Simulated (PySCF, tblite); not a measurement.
# C₅H₄F radical: geometry, infrared bands and EPR parameters

What infrared bands and EPR parameters should C₅H₄F radical (`F[C]1C=CC=C1`) show?

The runs use tblite 0.8.0 and PySCF 2.14.0, with density-fitted response routines of our own; the level of theory stands in each step. All values are computed, except where a source is named. Atoms count from 0, in the outputs and in this text.

## Step 1: The molecule as given

10 atoms, charge 0, multiplicity 2; geometry from: force field or distance geometry start.

Bonds of the start (Å): F0–C1 1.32, C1–C2 1.45, C2–C3 1.34, C3–C4 1.45, C4–C5 1.35, C5–C1 1.43, C2–H6 1.07, C3–H7 1.09, C4–H8 1.08, C5–H9 1.07.

## Step 2: Relaxing the molecule with GFN2-xTB

Job settings and geometry (Å):

```
{"job": {"kind": "relax", "xc": "GFN2-xTB", "basis": "xTB"}, "charge": 0, "multiplicity": 2}
F     -2.324100    -0.677900    -0.449800
C     -1.074300    -0.305000    -0.216500
C      0.041400    -1.220300    -0.093200
C      1.101000    -0.432700     0.138500
C      0.687200     0.956400     0.200300
C     -0.640600     1.041300    -0.025100
H     -0.012100    -2.283800    -0.196100
H      2.124100    -0.770500     0.294200
H      1.366800     1.778700     0.375000
H     -1.260700     1.918400    -0.049900
```

Command:

```bash
OMP_NUM_THREADS=1 python probes_run.py task.json out
```

This one command runs all jobs of the session in turn.

The program printed:

```text
step      E/eV     max force
  0    -473.07758    1.561
  1    -473.11059    0.779
  2    -473.12151    0.265
  3    -473.12391    0.164
  4    -473.12637    0.144
  5    -473.12700    0.077
  6    -473.12732    0.055
  7    -473.12755    0.052
  8    -473.12777    0.052
  9    -473.12791    0.032
 10    -473.12796    0.015
 11    -473.12797    0.009
```

Run time: 0.06 s. Hardware: 1 thread of Intel Xeon Platinum 8259CL at 2.50GHz, shared host.

Along the way:

```
step  energy from step 0 (eV)  largest force (eV/Å)
   0                   0.0000                1.5609
   1                  -0.0330                0.7787
   2                  -0.0439                0.2651
   3                  -0.0463                0.1635
   4                  -0.0488                0.1440
   5                  -0.0494                0.0769
   6                  -0.0497                0.0545
   7                  -0.0500                0.0515
   8                  -0.0502                0.0522
   9                  -0.0503                0.0322
  10                  -0.0504                0.0149
  11                  -0.0504                0.0089
```

Close pairs (by a distance rule), those that changed most:

```
 bond  before (Å)  after (Å)  change (Å)
C1–C2       1.448      1.417      -0.031
C2–C3       1.340      1.365      +0.024
C3–H7       1.089      1.073      -0.015
C4–C5       1.349      1.365      +0.015
C1–C5       1.427      1.417      -0.010
C4–H8       1.081      1.073      -0.008
C3–C4       1.451      1.457      +0.006
C5–H9       1.074      1.072      -0.003
```

The end geometry stands in the next job.

## Step 3: Harmonic vibrations with GFN2-xTB

Job settings and geometry (Å):

```
{"job": {"kind": "ir", "xc": "GFN2-xTB", "basis": "xTB"}, "charge": 0, "multiplicity": 2}
F     -2.323640    -0.675133    -0.451179
C     -1.071534    -0.311332    -0.209599
C      0.023101    -1.204668    -0.100142
C      1.120091    -0.432314     0.149492
C      0.705264     0.963458     0.197332
C     -0.639820     1.025628    -0.023820
H     -0.032012    -2.270329    -0.199049
H      2.128348    -0.771557     0.292483
H      1.368036     1.788349     0.378044
H     -1.268951     1.892552    -0.056089
```

The program printed:

```text
mode    cm-1     km/mol
  1     242.2      0.56
  2     379.8      6.50
  3     475.8      0.01
  4     575.0      2.28
  5     609.3     10.99
  6     634.8     26.72
  7     759.0     52.80
  8     777.1      0.02
  9     810.4      0.02
 10     814.4      7.41
 11     936.3     12.83
 12    1020.4     24.41
 13    1028.9     24.05
 14    1076.5      0.11
 15    1089.6     25.79
 16    1193.1      0.04
 17    1282.2      4.29
 18    1420.5    172.78
 19    1500.7     87.76
 20    1513.7     15.17
 21    3147.6      5.42
 22    3155.2     24.59
 23    3175.4     21.64
 24    3177.2      0.02
```

It took 0.26 s on 1 thread of Intel Xeon Platinum 8259CL at 2.50GHz, shared host.

Which atoms move in the most intense modes:

```
cm⁻¹  km/mol                               atoms
 635    26.7  C1 23 %, C3 18 %, C4 18 %, C2 18 %
 759    52.8                    H7 31 %, H8 30 %
1020    24.4  C1 20 %, C4 16 %, C3 15 %, H9 12 %
1029    24.1  C3 20 %, C4 19 %, H6 15 %, H9 14 %
1090    25.8  H7 21 %, H8 21 %, H9 12 %, H6 12 %
1420   172.8           C1 46 %, C3 11 %, C4 11 %
1501    87.8  C2 24 %, C5 24 %, C1 16 %, C3 16 %
3155    24.6                    H7 48 %, H8 34 %
```

## Step 4: EPR parameters: B3LYP/pcH-1

Settings changed since step 3:

```diff
@@ -1,2 +1,2 @@
-{"job": {"kind": "ir", "xc": "GFN2-xTB", "basis": "xTB"}, "charge": 0, "multiplicity": 2}
+{"job": {"kind": "epr", "basis": "pcH-1"}, "charge": 0, "multiplicity": 2}
 F     -2.323640    -0.675133    -0.451179
```

With the program's defaults for keys left out, this is: UKS B3LYP, pcH-1 on C F H, non-relativistic, mean-field spin-orbit, GIAO.

The program printed:

```text
UKS, coarse grid
  cycle   1  E = -292.65436555  |g| = 3.97e-01
  cycle   2  E = -292.60390409  |g| = 5.45e-01
  cycle   3  E = -292.71652965  |g| = 8.49e-02
  cycle   4  E = -292.71951027  |g| = 4.34e-02
  cycle   5  E = -292.72050462  |g| = 1.22e-02
  cycle   6  E = -292.72058508  |g| = 4.80e-03
  cycle   7  E = -292.72060675  |g| = 2.44e-03
  cycle   8  E = -292.72061264  |g| = 1.08e-03
  cycle   9  E = -292.72061312  |g| = 1.67e-04
UKS, final grid
  cycle   1  E = -292.72061564  |g| = 1.37e-04
  cycle   2  E = -292.72061565  |g| = 2.13e-04
  cycle   3  E = -292.72061567  |g| = 3.88e-05
  cycle   4  E = -292.72061567  |g| = 4.17e-05
  cycle   5  E = -292.72061567  |g| = 9.43e-06
E = -292.72061567 Eh   <S^2> = 0.7630 (exact 0.7500)
g shifts (ppm)      1          2          3
  rmc          -177       -177       -177
  gc              2         46         31
  oz_so         -33       1282       1911
  total        -208       1151       1765
hyperfine (MHz)  atom isotope    a_iso     a_fc   dipolar eigenvalues
    0   19F     100.50     100.50   -191.52   -171.16    362.69
    1   13C      48.94      48.94    -46.80    -46.65     93.45
    2   13C     -25.69     -25.69     -7.11      3.29      3.82
    3   13C      16.40      16.40    -26.90    -25.26     52.15
    4   13C      16.34      16.34    -26.85    -25.21     52.06
    5   13C     -25.65     -25.65     -7.04      3.25      3.79
    6    1H       1.56       1.56     -3.73     -1.12      4.85
    7    1H     -23.19     -23.19    -14.02     -2.14     16.16
    8    1H     -23.15     -23.15    -14.00     -2.14     16.14
    9    1H       1.53       1.53     -3.73     -1.12      4.85
```

Wall time 28 s (1 thread of Intel Xeon Platinum 8259CL at 2.50GHz, shared host); peak memory 0.67 GiB.

Principal g values 2.00211, 2.00347, 2.00408; g(iso) = 2.00322, against 2.00232 for a free electron.

Mean a(iso) over the nuclei that a row names, and the largest dipolar term of the row (other rows stand at the frozen geometry):

```
nuclei  isotope  a(iso) (MHz)  a(iso) (G, at g = 2.0023)  largest dipolar term (MHz)
    F0      19F         100.5                       35.9                       362.7
    C1      13C          48.9                       17.5                        93.4
C2, C5      13C         -25.7                       -9.2                        -7.1
H7, H8       1H         -23.2                       -8.3                        16.2
C3, C4      13C          16.4                        5.8                        52.2
H6, H9       1H           1.5                        0.6                         4.9
```

Mulliken spin populations:

```
atom  value (e)
  F0       0.06
  C1       0.51
  C2      -0.09
  C3       0.32
  C4       0.32
  C5      -0.09
  H6       0.00
  H7      -0.01
  H8      -0.01
  H9       0.00
```

In first order the couplings over 0.8 MHz of 19F, 1H give 18 distinct lines over 53.5 G, if the averaged nuclei exchange fast.

The fields below are evaluated on a grid from the run's orbitals.

ELF in a plane through or near 10 of the atoms.

Ten even steps from ' ' (0.00) to '@' (1.00):
```
                                                        
                                                        
                                                        
                  ..**%%%%++                            
                ..##@@@@@@@@--      ..::..              
                  %%@@@@@@@@==    ::%%@@%%==            
                  ..##@@%%##++====%%@@@@@@@@==          
          ::--::    ==++==**##%%==%%@@@@@@@@==          
        ..++####==..##%%==..%%**%%--@@@@%%==..          
        ::##%%==##**++::**::::++##%%++..                
        ::##%%::****::..**::::++####++..                
        ..++####==::##@@==::%%**%%::@@@@%%++..          
          ::--::    ==++==####%%==%%@@@@@@@@++          
                  ..##@@%%##++====##@@@@@@@@++          
                  ##@@@@@@@@++    ..##@@%%==            
                  ##@@@@@@@@==      ..::..              
                  ..**%%%%**..                          
                                                        
                                                        
                                                        
```
The map spans 10.1 Å across and 9.6 Å up, centred on the molecule. Atoms in the plane (x, y in Å): F0 (-2.5, 0.0), C1 (-1.1, 0.0), C2 (-0.3, 1.2), C3 (1.0, 0.7), C4 (1.0, -0.7), C5 (-0.3, -1.2), H6 (-0.7, 2.2), H7 (1.8, 1.3), H8 (1.9, -1.3), H9 (-0.7, -2.2).

log10 of the density (e/Å³) in the same plane.

Values, 10 rows by 14 columns:
```
-4.0 -4.0 -4.0 -4.0 -4.0 -4.0 -4.0 -4.0 -4.0 -4.0 -4.0 -4.0 -4.0 -4.0
-4.0 -4.0 -4.0 -4.0 -3.7 -2.9 -2.7 -3.0 -3.6 -4.0 -4.0 -4.0 -4.0 -4.0
-4.0 -4.0 -4.0 -3.7 -2.4 -1.1 -0.7 -1.4 -2.1 -2.1 -2.4 -3.3 -4.0 -4.0
-4.0 -4.0 -3.3 -2.3 -1.8 -0.4  0.3 -0.2 -0.5 -0.1 -0.9 -2.2 -3.6 -4.0
-4.0 -3.4 -1.6 -0.4 -0.3 -0.1  0.4  0.3  2.1  0.1 -0.9 -2.2 -3.6 -4.0
-4.0 -3.0 -1.1  0.6  0.8  1.3  0.1 -0.2  0.3 -0.3 -1.4 -2.5 -3.7 -4.0
-4.0 -4.0 -2.2 -1.3 -1.2 -0.4  1.3  0.3  0.1  0.3 -0.7 -2.0 -3.5 -4.0
-4.0 -4.0 -4.0 -3.4 -2.2 -0.6  0.2 -0.8 -1.5 -1.3 -1.7 -2.7 -3.9 -4.0
-4.0 -4.0 -4.0 -4.0 -3.1 -2.0 -1.8 -2.2 -2.9 -3.2 -3.5 -4.0 -4.0 -4.0
-4.0 -4.0 -4.0 -4.0 -4.0 -3.9 -3.8 -4.0 -4.0 -4.0 -4.0 -4.0 -4.0 -4.0
```
The map spans 10.1 Å across and 9.6 Å up, centred on the molecule. Atoms in the plane (x, y in Å): F0 (-2.5, 0.0), C1 (-1.1, 0.0), C2 (-0.3, 1.2), C3 (1.0, 0.7), C4 (1.0, -0.7), C5 (-0.3, -1.2), H6 (-0.7, 2.2), H7 (1.8, 1.3), H8 (1.9, -1.3), H9 (-0.7, -2.2).

On the surface of density 0.002 e/bohr³ the electrostatic potential runs, from the 1st to the 99th percentile, from -0.54 V near C5 to 1.05 V near H7.

The spin density lies nearest to C1 34 %; C3, C4 about 21 % each; F0 7 %.

## Step 5: Summary of results

| quantity | value |
| --- | --- |
| strongest single infrared mode (GFN2-xTB) | 1420 cm⁻¹, 173 km/mol |
| zero-point energy (GFN2-xTB) | 44.0 kcal/mol |
| g(iso) (B3LYP) | 2.00322 |
| ⟨S²⟩ | 0.763 (exact 0.75) |
| largest a(iso) (averaged by class) | 19F on F0, 100.5 MHz |
| surface potential, 1st and 99th percentile | -0.54 V and 1.05 V |

What this shows: Over 11 steps the energy fell by 0.050 eV; of the close pairs, C1–C2 changed most, 1.448 to 1.417 Å. All 24 modes are real, so the xTB geometry is a minimum. The strongest single mode, at 1420 cm⁻¹, has its largest shares on C1, C3 and C4 (the list is cut at 3 atoms). GFN2-xTB is a fitted tight-binding method: band positions and strengths are rough. Its intensities can rank the bands wrongly. C1 carries the largest spin population, 0.51 e. The isotropic g lies 0.9 ppt above the free-electron value.
